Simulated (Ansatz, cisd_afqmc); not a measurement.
Species: OF$_{2}$, charge 0, singlet. OF2 (SMILES FOF).
B3LYP-D3(BJ)/def2-TZVP minimum from Ansatz (a first-principles code):
```xyz
3

F      0.0392     1.1006    -0.2795
O     -0.0196     0.0082     0.5973
F     -0.0218    -1.1078    -0.2514
```
Charge 0, spin multiplicity 1.

Total energies in cc-pVDZ, 20 correlated electrons, 3 frozen orbitals. UHF or UKS for unpaired electrons; spin-orbit terms are left out. Correlated methods leave the cores frozen. No relativity. AFQMC/CISD: phaseless, guided by CISD from CCSD amplitudes; bars are statistical, one sigma. Outlying blocks are dropped, and bars are widened where a walk drifts. Over all cases where full CI ran beside it in this data, AFQMC minus full CI had a median of +0.1 mEh and passed +0.4 mEh in a tenth of the cases. The restricted determinant of F2O (FOF, singlet) is unstable towards broken spin symmetry in at least one set run.

| method | program | energy (Eh) | minus CCSDT(Q) (mEh) |
|---|---|---|---|
| HF | Ansatz | -273.46396 | 610.63 |
| MP2 | Ansatz | -274.04489 | 29.70 |
| CCSD | Ansatz | -274.05553 | 19.05 |
| CCSD(T) | Ansatz | -274.07138 | 3.20 |
| CCSDT(Q) | Ansatz | -274.07458 | 0.00 |
| AFQMC/CISD | cisd_afqmc | -274.0731 ± 0.0004 | 1.5 ± 0.4 |
